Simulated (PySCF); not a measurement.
## Calculated properties of `N[SiH3]` (silanamine)

Silanamine, H₅NSi.
Geometry (PBE0-D3(BJ)/def2-TZVP, Å), atoms numbered from 1 in this order:
```xyz
7
H5NSi angstrom
N      1.1814   -0.1813    0.2485
Si    -0.5040    0.0802    0.0167
H      1.8405    0.4291   -0.2079
H      1.5342   -1.1247    0.2733
H     -1.2362   -0.7693    0.9911
H     -0.7819    1.5171    0.2717
H     -1.0343   -0.2430   -1.3421
```

**PBE0-D3(BJ)/def2-TZVP geometry optimisation, gas phase (PySCF)**

```
Point group                  : Cs
Rotational constants A, B, C : 68.454, 12.717, 12.292 GHz
```

**PBE0/pcSseg-2 ground state and GIAO shieldings, non-relativistic (PySCF)**

```
Dipole moment                                               : 1.29 D
HOMO energy                                                 : -7.47 eV
LUMO energy                                                 : 0.10 eV
HOMO–LUMO gap                                               : 7.57 eV
Lowest Hirshfeld atomic charge                              : -0.33 e on N1
Highest Hirshfeld atomic charge                             : +0.34 e on Si2
1H chemical shifts (computed TMS as zero) by class          : 4.92 (H5/H6/H7), -0.11 (H3/H4) ppm
Isotropic shieldings of nuclei other than C and H, by class : 265 (N1), 397 (Si2) ppm
Mayer bond orders between heavy atoms                       : N1–Si2 0.97
```

Monoisotopic mass (most abundant isotopes): 47.0191 u.

The rotational constants make it an asymmetric top with κ = (2B − A − C)/(A − C) = -0.98, nearer the prolate limit (−1). The dipole matches unit charges of opposite sign 0.27 Å apart (1 e·Å = 4.8032 D). With B = h/(8π²I), that is 505.379 GHz u Å² over I, the principal moments of inertia are 7.4, 39.7 and 41.1 u Å² (most abundant isotopes); the inertial defect Ic − Ia − Ib is -6.0 u Å² (zero for a rigid planar frame, negative otherwise).

Geometry: PBE0-D3(BJ)/def2-TZVP; no solvent or vibrations. NMR classes are plain means over equivalent atoms (diastereotopic ones count apart unless rotation or inversion swaps them), as if these changed places fast; in this geometry the members of some classes differ.
